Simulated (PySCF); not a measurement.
# Relaxation of singlet SO2F2

Method: PBE0 in PySCF with S def2-SVP, O def2-SVP, F def2-SVP; no relativity; density-fitted integrals. A (50,194) grid was used.

A start displaced from a saddle point along its imaginary mode, of C2 symmetry, held to at least that symmetry:

Coordinates in bohr (charge 0 multiplicity 1):
```
S    -0.2714   -0.2714    0.0000
O    -3.0333    0.0963    0.2268
O     0.0963   -3.0333   -0.2268
F     2.8541    0.0752    0.2150
F     0.0752    2.8541   -0.2150
```

Optimiser trace:
```json
{"step": "0", "E − E(last) (kJ/mol)": "397.76", "largest gradient (Eh/bohr)": "0.01330"}
{"step": "1", "E − E(last) (kJ/mol)": "320.98", "largest gradient (Eh/bohr)": "0.02680"}
{"step": "2", "E − E(last) (kJ/mol)": "207.96", "largest gradient (Eh/bohr)": "0.05953"}
{"step": "3", "E − E(last) (kJ/mol)": "79.58", "largest gradient (Eh/bohr)": "0.06026"}
{"step": "4", "E − E(last) (kJ/mol)": "14.98", "largest gradient (Eh/bohr)": "0.04736"}
{"step": "5", "E − E(last) (kJ/mol)": "3.21", "largest gradient (Eh/bohr)": "0.02468"}
{"step": "6", "E − E(last) (kJ/mol)": "0.70", "largest gradient (Eh/bohr)": "0.00716"}
{"step": "7", "E − E(last) (kJ/mol)": "0.03", "largest gradient (Eh/bohr)": "0.00125"}
{"step": "8", "E − E(last) (kJ/mol)": "0.00", "largest gradient (Eh/bohr)": "0.00006"}
```

It ends at C2v with S–F 1.576 Å (×2), S–O 1.424 Å (×2); F–S–F 94.7°, F–S–O 108.0° (×4), O–S–O 125.8° (after a last refinement on a finer grid). A frequency run shows a minimum.

Final geometry:
```xyz
5
charge 0 multiplicity 1, angstrom
S    -0.1375   -0.1375    0.0000
O    -1.2747    0.0831    0.8282
O     0.0831   -1.2747   -0.8282
F     1.1525    0.0816    0.8778
F     0.0816    1.1525   -0.8778
```
